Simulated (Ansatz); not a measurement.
# Rock-salt DyN

Method: r²SCAN-D4 (Ansatz, an electronic-structure program, plane waves, PAW).

Settings: plane-wave cutoff 500 eV, 14×14×14 k mesh, Fermi–Dirac smearing 0.05 eV, spin-polarised with parallel moments, scalar-relativistic PAW data made under PBE.

Cell (relaxed at this level):

```cif
data_DyN
_chemical_formula_sum 'Dy1 N1'
_space_group_name_H-M_alt 'P 1'
_space_group_IT_number 1
_cell_length_a 3.43520
_cell_length_b 3.43520
_cell_length_c 3.43520
_cell_angle_alpha 60.000
_cell_angle_beta 60.000
_cell_angle_gamma 60.000
loop_
_space_group_symop_operation_xyz
  'x, y, z'
loop_
_atom_site_label
_atom_site_type_symbol
_atom_site_fract_x
_atom_site_fract_y
_atom_site_fract_z
_atom_site_occupancy
Dy1 Dy 0.00000 0.00000 0.00000 1
N1 N 0.50000 0.50000 0.50000 1
```

For rock-salt DyN, the equilibrium volume per atom comes out as 14.33 Å³/atom and the equilibrium lattice constant a comes out as 4.858 Å.

Note: the magnetic order was assumed, not searched for or taken from measurement; the 4f shell is treated without U or exact exchange, so its levels and filling can be wrong.

Spin–orbit coupling is not included.

The computed numbers hold no vibrational or temperature effects.

The result took about 50 core-seconds (a rough figure).
